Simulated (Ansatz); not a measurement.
The input, for Ansatz 0.2.0:

```yaml
crystal:
  periodic: [false, false, false]
  atoms:
    - {symbol: Si, position_ang: [0.000000, 0.000000, 0.000000]}
    - {symbol: F, position_ang: [0.000000, 0.000000, 1.554800]}
basis:
  gaussian: {orbitals: cc-pVTZ}
total_charge: 1
magnetization: {spin_polarized: false}
correlation: {method: ccsdt_q, electrons: outside_noble_gas}
```

```sh
$ ansatz run in.yaml --threads 1 --pin off --events-out ev --progress --plain --max-ram 2393MiB
```

(1) Roughly how long does this take on 1 thread of Intel Xeon, shared host, and how much host memory?

```
749 factors; integrals over basis functions are off by at most 1.6e-7 eV
mean field evaluation 1: about -10554.1783 eV, gradient 7.3e1 eV
mean field evaluation 2: about -10554.1842 eV, gradient 7.3e1 eV
mean field evaluation 4: about -10562.2381 eV, gradient 3.3e0 eV
mean field evaluation 8: about -10562.2822 eV, gradient 3.4e-4 eV
mean field evaluation 16: about -10562.2712 eV, gradient 2.1e-1 eV
mean field -10562.28219184 eV, -388.1567111783 hartree, gradient 2.3e-6 eV, S^2 0.000000; 0 other end points of the search recorded, 0 dependent functions left out
6 core orbitals not correlated: weight in the atoms' cores, before any rotation towards them, 1.000 or more for the frozen orbitals, at most 0.000 for the correlated occupied ones
reference -10562.28219184 eV, -388.1567111783 hartree; 5, 5 occupied and 53, 53 virtual orbitals, 749 factors
second order -8.76310820 eV of doubles, -0.00000000 eV of singles
cycle   1  -8.68574911 eV  change    7.7e-2 eV  update   9.8e-2
cycle   2  -9.09540627 eV  change   -4.1e-1 eV  update   5.9e-2
cycle   3  -9.38511208 eV  change   -2.9e-1 eV  update   2.6e-2
cycle   4  -9.34527034 eV  change    4.0e-2 eV  update   8.9e-3
cycle   5  -9.31993394 eV  change    2.5e-2 eV  update   4.5e-3
cycle   6  -9.32263924 eV  change   -2.7e-3 eV  update   1.9e-3
cycle   7  -9.32635199 eV  change   -3.7e-3 eV  update   6.0e-4
cycle   8  -9.32650452 eV  change   -1.5e-4 eV  update   3.5e-4
cycle   9  -9.32617150 eV  change    3.3e-4 eV  update   8.7e-5
cycle  10  -9.32632404 eV  change   -1.5e-4 eV  update   3.9e-5
cycle  11  -9.32624895 eV  change    7.5e-5 eV  update   1.9e-5
cycle  12  -9.32624447 eV  change    4.5e-6 eV  update   4.4e-6
cycle  13  -9.32624606 eV  change   -1.6e-6 eV  update   2.0e-6
cycle  14  -9.32624403 eV  change    2.0e-6 eV  update   6.9e-7
cycle  15  -9.32624351 eV  change    5.2e-7 eV  update   2.3e-7
perturbative correction -0.01367754 eV, -0.0005026403 hartree
Total energy: -10571.62211290 eV, -388.4999469461 hartree
```

Results:

(1) 43 s wall and 0.44 GiB.
